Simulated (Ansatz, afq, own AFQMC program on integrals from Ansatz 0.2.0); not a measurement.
## Where AFQMC and coupled cluster stand for AlNH3, quartet

```xyz
5

Al   -0.9699    0.0000    0.0000
H    -1.7628    1.3734    0.0000
H    -1.7628   -1.3734    0.0000
H     0.8471    0.0000    0.0000
N     2.0611    0.0000    0.0000
```

Connectivity, by distances: AlH2 ··· N, 1 bridging H.

Basis cc-pVTZ. Only valence electrons are correlated. AFQMC by an in-house program on the Cholesky factors that Ansatz 0.2.0 writes for its CCSD(T) run. The CISD trial takes its coefficients from CCSD amplitudes. Released means that phaseless walkers are propagated on without the constraint, phases kept. Error bars are statistical, one sigma.

Determinant: UHF, the one that the program's search chose, which needn't be the lowest solution. The geometry is a point of a scan.

No full CI on the walks' own integrals is used here; CCSDT(Q) serves as the reference and is uncertain by about the last step of the cluster series.

Cautions: lower spins were not checked.

The T1 diagnostic is 0.0178 and the weight of the determinant in the CISD state is 0.885. The ⟨S²⟩ of the determinant is 3.796 and the size of the correlated space is 11 electrons in 100 orbitals.

Reference: CCSDT(Q), correlation energy -7.130 eV. The released energy is read at 2.40 1/Eh (meV from the phaseless value at times in 1/Eh: 2 ± 4 at 0.24, 0 ± 3 at 0.51, -4 ± 5 at 0.99, -10 ± 5 at 1.62, 1 ± 8 at 2.40).

| level | E − E(reference) (kcal/mol) | share of correlation (%) |
| --- | --- | --- |
| HF | 164.43 | 0.00 |
| MP2 | 30.53 | 81.43 |
| CCSD | 5.21 | 96.83 |
| CCSD(T) | 0.91 | 99.45 |
| CCSDT | 0.17 | 99.90 |
| ph-AFQMC/CISD | 0.01 ± 0.10 | 99.99 |
| released AFQMC | 0.03 ± 0.19 | 99.98 |

A walk keeps the symmetry of its determinant, which the program's search chose and which needn't be the lowest solution, so a lower state of the same spin and another symmetry isn't excluded. Released energies are given only where the last usable release times agree within the noise; a slower fall can still hide under it.
